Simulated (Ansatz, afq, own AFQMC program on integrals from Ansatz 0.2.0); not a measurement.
Two steps: Ansatz 0.2.0 writes the Fock matrix and Cholesky factors of the valence space, and afq projects on them the lowest state that overlaps trial and start.

```yaml
crystal:
  periodic: [false, false, false]
  atoms:
    - {symbol: B, position_ang: [0.000000, 0.000000, 0.043923]}
    - {symbol: N, position_ang: [0.000000, 0.000000, -1.261739]}
    - {symbol: H, position_ang: [0.000000, 0.000000, 1.217815]}
basis:
  gaussian: {orbitals: cc-pVDZ}
magnetization: {spin_polarized: true, initial_magnetization: 1}
correlation: {method: ccsd_t, electrons: outside_noble_gas, hamiltonian_folder: ham}
```

```sh
$ ansatz run in.yaml --threads 1 --pin off --events-out ev --progress --plain --max-ram 24576MiB --backend cuda --devices 0, --max-vram 18GiB
```

Options of the walk:

```
--method phaseless --trial hf --walkers 4000 --populations 20 --least-time 40 --time-step 0.005 --steps-per-block 20 --equilibration-blocks 112 --max-blocks 4000 --target-error 0.0009000 --factor-cut 1e-05 --start spin_pure --seed 329 --taylor-order 6
```

Times are imaginary, in 1/Eh. The walk had a cap of 49 s. With eight or more populations the least sampling time is a fifth of least-time, and the error comes from their spread.

afq prints:

```
orbitals 31  electrons 5 4  factors 229 of 311
reference energy -79.64054638 Eh
CCSD correlation -0.22434322 Eh in 13 cycles, weight of the determinant in the CISD state 0.8942
energy of the start -79.641564 Eh
 block  time / (1/Eh)  mean weight  energy / Eh
     1     0.100  1.0009  -79.694426
     2     0.200  1.0015  -79.736093
     3     0.300  1.0016  -79.764052
     4     0.400  1.0014  -79.784741
     5     0.500  1.0011  -79.800305
     8     0.800  1.0007  -79.832648
    13     1.300  1.0005  -79.856304
    31     3.100  0.9999  -79.874688
    49     4.900  1.0002  -79.870847
    67     6.700  1.0001  -79.881673
    85     8.500  1.0001  -79.874862
   103    10.300  0.9998  -79.870927
   121    12.100  0.9999  -79.877885
   139    13.900  1.0001  -79.878299
   157    15.700  1.0002  -79.875775
   175    17.500  0.9999  -79.867253
   181    18.100  1.0001  -79.864363
   193    19.300  1.0002  -79.871043
   211    21.100  0.9999  -79.877891
   229    22.900  0.9999  -79.879170
   247    24.700  1.0005  -79.866610
   259    25.900  0.9993  -79.873666
error from the spread of 20 populations
energy -79.872005 +/- 0.000873 Eh
(rows thinned)
```

The run passed its tests (sampling time, drift between the halves within three errors, error under three times the target), which doesn't prove that it has relaxed.

Against this walk (error 23.7 meV) on the same determinant: CCSD(T) 7.9 meV lower (within the noise), CCSDT(Q) 55.8 meV lower, CCSDTQ 53.7 meV lower, a separate phaseless walk with a CISD trial and standard settings 32.1 ± 24.2 meV lower (within the noise). The error is statistical and leaves out the bias of the constraint.

Cautions: constraint bias not in the error.

The walk took 19 s on 1 × NVIDIA H100 80GB HBM3 with 2 threads of AMD EPYC 7R13 Processor (Zen 3), on a shared host (the card was shared). The log's last line is the phaseless energy.

CCSDT and higher add their correlation energy to the determinant of the CCSD(T) run, since their own runs factorise the integrals more tightly (a shift of under 2 meV). A walk keeps the symmetry of its determinant, which the program's search chose and which needn't be the lowest solution, so a lower state of the same spin and another symmetry isn't excluded.
